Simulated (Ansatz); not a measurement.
in.yaml

```yaml
crystal:
  periodic: [false, false, false]
  atoms:
    - {symbol: Ge, position_ang: [0.000000, 0.000000, 0.000000]}
    - {symbol: H, position_ang: [0.000000, 0.000000, 3.572000]}
basis:
  gaussian: {orbitals: STO-3G}
total_charge: -1
magnetization: {spin_polarized: false, initial_magnetization: 8}
correlation: {method: fic_mrcisd_q_relaxed, electrons: all, active_space: {window: {electrons: 14, orbitals: 7}, states: [{multiplicity: 1, weights: [0.5, 1]}]}}
```

```sh
$ ansatz run in.yaml --threads 1 --pin off --events-out ev --progress --plain --max-ram 2393MiB
```

(1) What does the program do with this input?

## Answers

(1) Refused. The input was made wrong on purpose (far too many unpaired electrons), so the run isn't a sound calculation of what was asked.
```
198 factors; integrals over basis functions are off by at most 3.6e-8 eV
Error: 21 electrons of one spin do not fit in 19 independent orbitals
```
